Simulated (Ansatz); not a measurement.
**CH₃NOS: one species, many methods**

The task here is to estimate one member of a computed series from the others.

The runs use Ansatz 0.2.0, Gaussian basis; functionals in def2-TZVPP, the program's frozen cores in correlated methods.

Plan: LDA (SPW92), PBE-D4, revPBE-D4, BLYP-D4, r2SCAN-D4, B97M-V, PBE0-D4, B3LYP-D4, r2SCANh-D4, r2SCAN0-D4, HSE06-D4, BHLYP-D4, CAM-B3LYP-D4, LC-ωPBE, ωB97X-V, ωB97M-V, B2PLYP, PBE-QIDH; CCSD(T)/def2-SVP; CCSD(T)/def2-TZVPP; CCSD(T)/def2-QZVPP; extrapolation to the limit; RPA on PBE.

## The geometry

All runs share one geometry, relaxed beforehand with PBE0-D4 in a triple-zeta def2 set.

SMILES `CN=S=O`, 7 atoms, charge 0, spin multiplicity 1.

Atoms are counted from 1 here; the program's logs count them from 0.

Bond lengths: C1–N2 1.443 Å, C1–H5 1.093 Å, C1–H6 1.093 Å, C1–H7 1.092 Å, N2–S3 1.506 Å, S3–O4 1.454 Å. Angles: N2–C1–H5 108.4°, N2–C1–H6 108.4°, N2–C1–H7 113.4°, H5–C1–H6 107.0°, H5–C1–H7 109.7°, H6–C1–H7 109.7°, C1–N2–S3 124.7°, N2–S3–O4 119.6°.

Set-up of the first run:

Contents of in.yaml:

```yaml
crystal:
  periodic: [false, false, false]
  atoms:
    - {symbol: C, position_ang: [0.247841, 0.769119, 0.005780]}
    - {symbol: N, position_ang: [-0.966113, 0.009868, 0.181448]}
    - {symbol: S, position_ang: [-1.059134, -1.491272, 0.097136]}
    - {symbol: O, position_ang: [0.136867, -2.270020, -0.179372]}
    - {symbol: H, position_ang: [0.098373, 1.474876, -0.815119]}
    - {symbol: H, position_ang: [0.419712, 1.360012, 0.908876]}
    - {symbol: H, position_ang: [1.122454, 0.147416, -0.198739]}
basis:
  gaussian: {orbitals: def2-TZVPP}
hamiltonian: {xc: lda}
output: {orbitals: {seedname: orbitals}}
```

Started as:

```
> ansatz run in.yaml --threads 2 --pin off --events-out ev --progress --plain --max-ram 32768MiB --backend cpu
```

Steps of the session up to this table: LDA; PBE-D4 (GGA); revPBE-D4 (GGA); BLYP-D4 (GGA); r2SCAN-D4 (meta-GGA); B97M-V (meta-GGA); B3LYP-D4 (hybrid); r2SCANh-D4 (hybrid); r2SCAN0-D4 (hybrid); HSE06-D4 (hybrid); BHLYP-D4 (hybrid); CAM-B3LYP-D4 (range-separated); LC-ωPBE (range-separated); ωB97X-V (range-separated); ωB97M-V (range-separated); B2PLYP (double hybrid); PBE-QIDH (double hybrid).

One table of the session follows, with a row left open; its other results are not shown here.

It belongs to the step «Frontier levels by functional». 

```
  functional  HOMO (eV)  LUMO (eV)  gap (eV)
 LDA (SPW92)      -7.19      -3.36      3.83
      PBE-D4      -7.00      -3.16      3.85
   revPBE-D4      -6.93      -3.08      3.85
     BLYP-D4      -6.90      -3.05      3.85
   r2SCAN-D4      -7.33      -3.12      4.22
      B97M-V      -7.43      -3.07      4.36
     PBE0-D4      -8.53      -2.30      6.23
    B3LYP-D4      -8.30      -2.53      5.77
  r2SCANh-D4      -7.91      -2.78      5.13
  r2SCAN0-D4          ?          ?         ?
    HSE06-D4      -8.13      -2.68      5.44
    BHLYP-D4      -9.65      -1.31      8.34
CAM-B3LYP-D4      -9.84      -1.17      8.67
     LC-ωPBE     -11.18      -0.02     11.15
     ωB97X-V     -10.81      -0.07     10.74
     ωB97M-V     -10.69      -0.07     10.62
```

Estimate the missing values for r2SCAN0-D4.

Worked estimate for «HOMO (eV)». Against the share of exact exchange, r2SCAN-D4 (0, -7.33), r2SCANh-D4 (0.1, -7.91) give a slope of -5.80 per unit share; at 0.25 the line stands at -8.78.

**Answer.** HOMO (eV): -8.71; LUMO (eV): -2.28; gap (eV): 6.44. In «HOMO (eV)» the line misses by -0.07.
